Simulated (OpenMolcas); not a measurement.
**What C2H6Si (vinylsilane) costs in OpenMolcas**

C2H6Si has 9 atoms, charge 0, and is taken as a singlet. SMILES: `C=C[SiH3]`. The shape is that of a PBE0-D4/def2-TZVP optimisation.

```xyz
9

C    -0.7137    0.8702   -1.0483
C    -0.0713    0.7125    0.1056
Si    0.5606   -0.9320    0.7001
H    -0.9057    0.0330   -1.7139
H    -1.0767    1.8386   -1.3815
H     0.0894    1.5920    0.7276
H     2.0358   -0.8939    0.8938
H     0.2234   -1.9724   -0.3073
H    -0.0532   -1.2943    2.0067
```

Program: OpenMolcas 26.06. Hardware: 1 thread of Intel Xeon 6975P-C (Granite Rapids), shared host, so times are rough. Two-electron integrals are exact unless an approximation is named.

(1) Estimate their order by wall time, quickest first.
A. gradient at M06-2X/6-311+G**, grid UltraFine
B. gradient at HF/3-21G
C. gradient at B3LYP/6-31G* (spherical functions), grid UltraFine

## Answers

(1) B (1.6 s), C (17 s), A (46 s).
